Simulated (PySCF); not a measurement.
## How the method moves the HOMO and LUMO of `C[SiH2][SiH3]`

Compound: CH8Si2.
Geometry (PBE0-D3(BJ)/def2-SVP, Å), atoms numbered from 1 in this order:
```
atom  x, y, z in Å
C1    -1.583    0.704   -0.074
Si2   -0.414   -0.769    0.061
Si3    1.821   -0.057    0.009
H4    -2.633    0.376   -0.034
H5    -1.412    1.412    0.751
H6    -1.425    1.239   -1.023
H7    -0.656   -1.514    1.338
H8    -0.646   -1.725   -1.070
H9     2.098    0.682   -1.264
H10    2.094    0.871    1.153
H11    2.767   -1.212    0.101
```

Basis pcSseg-2 throughout (PySCF), one geometry. Isolated species at its PBE0-D3(BJ)/def2-SVP geometry, gas phase.

How do the orbital energies, the gap and the dipole change with the method?

```json
{"method": "BLYP", "kind": "GGA", "HOMO (eV)": "-6.80", "LUMO (eV)": "-0.66", "gap (eV)": "6.13", "μ (D)": "0.89", "SCF cycles": "13"}
{"method": "B97-D", "kind": "GGA", "HOMO (eV)": "-6.91", "LUMO (eV)": "-0.64", "gap (eV)": "6.27", "μ (D)": "0.90", "SCF cycles": "13"}
{"method": "OPBE", "kind": "GGA", "HOMO (eV)": "-6.93", "LUMO (eV)": "-0.65", "gap (eV)": "6.27", "μ (D)": "0.94", "SCF cycles": "13"}
{"method": "PBE", "kind": "GGA", "HOMO (eV)": "-6.93", "LUMO (eV)": "-0.78", "gap (eV)": "6.15", "μ (D)": "0.92", "SCF cycles": "12"}
{"method": "LDA", "kind": "LDA", "HOMO (eV)": "-6.99", "LUMO (eV)": "-0.92", "gap (eV)": "6.07", "μ (D)": "0.91", "SCF cycles": "13"}
{"method": "KT2", "kind": "GGA", "HOMO (eV)": "-6.99", "LUMO (eV)": "-0.84", "gap (eV)": "6.15", "μ (D)": "0.88", "SCF cycles": "13"}
{"method": "BP86", "kind": "GGA", "HOMO (eV)": "-7.02", "LUMO (eV)": "-0.76", "gap (eV)": "6.26", "μ (D)": "0.92", "SCF cycles": "12"}
{"method": "KT3", "kind": "GGA", "HOMO (eV)": "-7.02", "LUMO (eV)": "-0.84", "gap (eV)": "6.18", "μ (D)": "0.88", "SCF cycles": "13"}
{"method": "B97-2", "kind": "global hybrid", "HOMO (eV)": "-7.82", "LUMO (eV)": "0.01", "gap (eV)": "7.83", "μ (D)": "0.89", "SCF cycles": "11"}
{"method": "B3LYP", "kind": "global hybrid", "HOMO (eV)": "-7.85", "LUMO (eV)": "-0.22", "gap (eV)": "7.63", "μ (D)": "0.87", "SCF cycles": "12"}
{"method": "PBE0", "kind": "global hybrid", "HOMO (eV)": "-8.04", "LUMO (eV)": "-0.01", "gap (eV)": "8.03", "μ (D)": "0.89", "SCF cycles": "11"}
{"method": "mPW1PW91", "kind": "global hybrid", "HOMO (eV)": "-8.08", "LUMO (eV)": "-0.01", "gap (eV)": "8.06", "μ (D)": "0.88", "SCF cycles": "12"}
{"method": "BHandHLYP", "kind": "global hybrid", "HOMO (eV)": "-9.07", "LUMO (eV)": "0.70", "gap (eV)": "9.77", "μ (D)": "0.83", "SCF cycles": "10"}
{"method": "CAM-B3LYP", "kind": "range-separated hybrid", "HOMO (eV)": "-9.33", "LUMO (eV)": "0.86", "gap (eV)": "10.19", "μ (D)": "0.84", "SCF cycles": "11"}
{"method": "wB97X-D", "kind": "range-separated hybrid", "HOMO (eV)": "-9.85", "LUMO (eV)": "1.69", "gap (eV)": "11.54", "μ (D)": "0.86", "SCF cycles": "12"}
{"method": "LC-wPBE", "kind": "range-separated hybrid", "HOMO (eV)": "-10.64", "LUMO (eV)": "1.97", "gap (eV)": "12.61", "μ (D)": "0.84", "SCF cycles": "12"}
{"method": "HF", "kind": "Hartree–Fock", "HOMO (eV)": "-10.69", "LUMO (eV)": "2.48", "gap (eV)": "13.16", "μ (D)": "0.81", "SCF cycles": "9"}
```

The HOMO spans 3.89 eV, from BLYP down to HF, and the gap runs from 6.07 eV (LDA) to 13.16 eV (HF). Over the methods BLYP (0 %), B97-D (0 %), OPBE (0 %), PBE (0 %), LDA (0 %), KT2 (0 %), BP86 (0 %), KT3 (0 %), B97-2 (21 %), B3LYP (20 %), PBE0 (25 %), mPW1PW91 (25 %), BHandHLYP (50 %), HF (100 %), a straight line through the gap against the share of exact exchange rises by 0.70 eV for each 10 % (correlation coefficient 0.999). The dipole ranges from 0.81 D (HF) to 0.94 D (OPBE). This basis has no diffuse functions.
